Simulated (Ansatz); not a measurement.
# PBE/STO-3G run of AlH3O (AlH2(OH))

What is the vertical ionisation energy of AlH3O (AlH2(OH)) at PBE/STO-3G? 

The calculation is run with Ansatz 0.2.0.

56 further runs of the same task are left out: 56 set aside as unsound or not needed.

**1. Starting point**

The species is AlH3O (5 atoms), meant as a singlet with charge 0. SMILES: `[H][Al]([H])[OH]`. The shape comes from GFN2-xTB, which is rough for such elements, and wasn't checked as a minimum.

Bond lengths: Al1–O4 1.636 Å, Al1–H2 1.532 Å, Al1–H3 1.531 Å, O4–H5 0.949 Å. Angles: Al1–O4–H5 179.6°, H2–Al1–O4 120.0°, H3–Al1–O4 120.0°, H2–Al1–H3 120.0°.

**2. The energy at PBE/STO-3G**

in.yaml

```yaml
basis:
  gaussian:
    orbitals: STO-3G
crystal:
  periodic: [false, false, false]
  atoms:
    - symbol: Al
      position_ang: [0.271770, 0.451120, -0.109270]
    - symbol: H
      position_ang: [1.798980, 0.417230, -0.221380]
    - symbol: H
      position_ang: [-0.481020, 1.769010, -0.311810]
    - symbol: O
      position_ang: [-0.555450, -0.920030, 0.226660]
    - symbol: H
      position_ang: [-1.034280, -1.717330, 0.415800]
hamiltonian:
  xc: pbe
accuracy: high
```

The run is started by

```bash
ansatz run in.yaml --threads 1 --pin off --max-ram 2610MiB --events-out events.jsonl --progress --plain --runs-dir runs
```

Output:

```text
Warning: RAYON_NUM_THREADS=1 ignored (pool sized by the plan → 1); use --threads N
Functional definition: PBE
  name "PBE"
  parameter kappa = 0.804
  parameter beta = 0.06672455060314922
  exchange = pbe_x(kappa = kappa, mu = beta*pi^2/3)
  correlation = pbe_c(beta = beta)
288 factors; integrals over basis functions are off by at most 2.9e-8 eV
mean field evaluation 1: about -8574.6521 eV, gradient 2.9e1 eV
mean field evaluation 2: about -8560.8574 eV, gradient 7.7e1 eV
mean field evaluation 4: about -8577.3821 eV, gradient 2.0e0 eV
mean field evaluation 8: about -8577.3515 eV, gradient 6.2e-3 eV
mean field evaluation 16: about -8577.3515 eV, gradient 3.7e-8 eV
mean field -8577.35151421 eV, -315.2118542096 hartree, gradient 3.7e-8 eV, S^2 0.000000; 0 other end points of the search recorded, 0 dependent functions left out
reference -8577.35151612 eV, -315.2118542796 hartree; 12, 12 occupied and 5, 5 virtual orbitals, 288 factors
Total energy: -8577.35151612 eV, -315.2118542796 hartree
```

Run time: 1.5 s. Hardware: 1 thread of Intel Xeon Platinum 8259CL at 2.50GHz (Skylake/Cascade Lake), shared host; peak memory 0.11 GiB.

**3. The doublet cation, same level**

job.yaml

```yaml
basis:
  gaussian:
    orbitals: STO-3G
crystal:
  periodic: [false, false, false]
  atoms:
    - symbol: Al
      position_ang: [0.271770, 0.451120, -0.109270]
    - symbol: H
      position_ang: [1.798980, 0.417230, -0.221380]
    - symbol: H
      position_ang: [-0.481020, 1.769010, -0.311810]
    - symbol: O
      position_ang: [-0.555450, -0.920030, 0.226660]
    - symbol: H
      position_ang: [-1.034280, -1.717330, 0.415800]
total_charge: 1
magnetization:
  spin_polarized: true
  initial_magnetization: 1
hamiltonian:
  xc: pbe
accuracy: high
```

The run is started by

```bash
ansatz run job.yaml --threads 1 --pin off --max-ram 2610MiB --events-out events.jsonl --progress --plain --runs-dir runs
```

Output (excerpt; [...] marks lines left out):

```text
Warning: RAYON_NUM_THREADS=1 ignored (pool sized by the plan → 1); use --threads N
[... 6 set-up lines as earlier in the session ...]
287 factors; integrals over basis functions are off by at most 2.9e-8 eV
mean field evaluation 1: about -8561.2935 eV, gradient 3.1e1 eV
mean field evaluation 2: about -8426.1401 eV, gradient 1.2e2 eV
mean field evaluation 4: about -8570.3196 eV, gradient 8.6e0 eV
mean field evaluation 8: about -8570.7940 eV, gradient 4.5e0 eV
mean field evaluation 16: about -8568.4876 eV, gradient 9.0e0 eV
mean field -8570.91223223 eV, -314.9752149614 hartree, gradient 9.1e-8 eV, S^2 0.753964; 1 other end points of the search recorded, 0 dependent functions left out
reference -8570.91223414 eV, -314.9752150315 hartree; 12, 11 occupied and 5, 6 virtual orbitals, 287 factors
Total energy: -8570.91223414 eV, -314.9752150315 hartree
```

It took 3.6 s on 1 thread of Intel Xeon Platinum 8259CL at 2.50GHz (Skylake/Cascade Lake), shared host; peak memory 0.14 GiB.

**4. Outcome**

At PBE/STO-3G:

| quantity | value |
| --- | --- |
| singlet AlH3O: total energy | -315.21185 Eh |
| doublet cation: total energy | -314.97522 Eh |
| doublet cation: ⟨S²⟩ | 0.754 |
| vertical ionisation energy (to the doublet cation) | 6.439 eV |

The vertical ionisation energy comes to 6.44 eV (621 kJ/mol). In a minimal basis such a difference can be off by several eV, whatever the method.
